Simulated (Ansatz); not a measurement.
# PH₂+ (singlet): PBE0, B3LYP, r2SCANh over a scan of the scale of all distances, cc-pVDZ

How well do these functionals follow the top wave-function level for PH₂+ (singlet) over a scan of the scale of all distances?

Program: Ansatz 0.2.0, Gaussian basis. Level of theory: cc-pVDZ, all electrons in the functionals. These are calculated values, not measurements.

To be run: PBE0, B3LYP, r2SCANh, at 0.886; 1.000; 1.112; 1.295; 1.482; 1.721; 2.025; 2.399.

17 further runs of the same task are left out: 12 that didn't finish, 5 set aside as unsound or not needed.

### 1 The geometry

The geometry derives from a PBE0/def2-TZVP stationary point (not a proven minimum). All distances are scaled together.

3 atoms, charge 1, spin multiplicity 1.

Atoms are counted from 1 here; the program's logs count them from 0.

Bond lengths: P1–H2 1.429 Å, P1–H3 1.429 Å. Angles: H2–P1–H3 91.7°.

No dispersion term is added. B3LYP takes the VWN-RPA correlation.

The geometry shown and the zero of energy belong to the point 1.000. The yardstick, FCI, and other wave-function levels (R restricted, U unrestricted, valence and pair active spaces) come from earlier runs.

### 2 PBE0, 0.886

in.yaml reads:

```yaml
crystal:
  periodic: [false, false, false]
  atoms:
    - {symbol: P, position_ang: [0.000000, -0.053891, 0.000000]}
    - {symbol: H, position_ang: [0.000000, 0.828029, -0.908643]}
    - {symbol: H, position_ang: [0.000000, 0.828027, 0.908644]}
basis:
  gaussian: {orbitals: cc-pVDZ}
total_charge: 1
magnetization: {spin_polarized: true, initial_magnetization: 0}
hamiltonian: {xc: {name: PBE0}}
output: {forces: true, orbitals: {seedname: orbitals}}
```

Run with:

```console
> ansatz run in.yaml --threads 1 --pin off --events-out ev --progress --plain --max-ram 2393MiB
```

The runs that follow: PBE0, 1.000; PBE0, 1.112; PBE0, 1.295; PBE0, 1.482; PBE0, 1.721; PBE0, 2.025; PBE0, 2.399; B3LYP, 0.886; B3LYP, 1.000; B3LYP, 1.112; B3LYP, 1.295; B3LYP, 1.482; B3LYP, 1.721; B3LYP, 2.025; B3LYP, 2.399; r2SCANh, 0.886; r2SCANh, 1.000; r2SCANh, 1.112; r2SCANh, 1.295; r2SCANh, 1.482; r2SCANh, 1.721; r2SCANh, 2.025; r2SCANh, 2.399.

Before running them: what should the planned runs give, taken together? Wanted: span of the FCI curve; largest miss, PBE0; largest miss, B3LYP; largest miss, r2SCANh.

As calculated:

| quantity | value |
| --- | --- |
| span of the FCI curve | 151.3 kcal/mol |
| largest miss, PBE0 | +5.2 kcal/mol (1.482) |
| largest miss, B3LYP | +2.7 kcal/mol (2.399) |
| largest miss, r2SCANh | +5.0 kcal/mol (1.482) |

What this shows: Of the functionals, B3LYP keep the smallest largest miss at the points compared (at most 2.7 kcal/mol) and PBE0 strays most (5.2 kcal/mol, at 1.482). PBE0, B3LYP, r2SCANh clearly break the spin symmetry at some points (⟨S²⟩ up to 1.96 above the pure value), so energy there is bought with a mixed spin. Functionals and the yardstick converge differently with the basis, so part of each miss in cc-pVDZ is the basis.
